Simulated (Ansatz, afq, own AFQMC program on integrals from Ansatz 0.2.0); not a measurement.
AFQMC, coupled cluster and functionals along a coordinate of MgBr⁻, triplet

```xyz
2

Br    0.0000    0.0000    0.0000
Mg    0.0000    0.0000    2.4749
```

The Br1–Mg2 distance is changed with both sides rigid. Energies in eV count from this geometry (2.475 Å) at the same level; the start stands on UHF, each point on the determinant named.

Basis aug-cc-pVDZ. Noble-gas cores (and the filled d shells of Ga–Kr and In–Xe) are frozen. AFQMC by an in-house program on the Cholesky factors that Ansatz 0.2.0 writes for its CCSD(T) run. The CISD trial takes its coefficients from CCSD amplitudes. Released means that phaseless walkers are propagated on without the constraint, phases kept. ± is one standard error of the sampling. No spin–orbit coupling.

Cautions, each for one point or more: inner d shell frozen; lower spins were not checked; no relativity below Rb; no spin-orbit coupling; the ph-AFQMC/CISD walk drifts between its halves.

```
r(Br1–Mg2) / Å  det.     T1  weight  ⟨S²⟩  CCSD(T)  ph-AFQMC/CISD  released AFQMC  CCSDT(Q)    PBE     HF
         1.950   UHF  0.021    0.91  2.00    2.035  2.044 ± 0.011   2.057 ± 0.013     2.037  1.846  1.972
         3.085   UHF  0.017    0.91  2.00    0.457  0.466 ± 0.011   0.453 ± 0.014     0.454  0.478  0.425
         4.046   UHF  0.017    0.91  2.00    1.282  1.281 ± 0.011   1.272 ± 0.019     1.280  1.258  1.136
```

Weight is that of the determinant in the CISD state; at the start T1 is 0.013 and the weight 0.91, and ⟨S²⟩ is 2.00. Largest departures from CCSDT(Q), at the points where its series has closed: CCSD(T) 0.003 eV at 3.085 (on UHF), ph-AFQMC/CISD 0.012 eV at 3.085 (on UHF) (within the noise), released AFQMC 0.020 eV at 1.950 (on UHF) (within the noise), PBE -0.191 eV at 1.950, HF -0.143 eV at 4.046 (on UHF). Functionals count only at points shown to share the start's state and spin. In this small basis the wave-function levels are far from their limit, so their gap to the functionals isn't the functionals' error.

Some points may be missing: those where a free walk finds a much lower state, and past Zn most of those on another determinant than at the start.

A walk keeps the symmetry of its determinant, which the program's search chose and which needn't be the lowest solution, so a lower state of the same spin and another symmetry isn't excluded. Released energies are given only where the last usable release times agree within the noise; a slower fall can still hide under it.
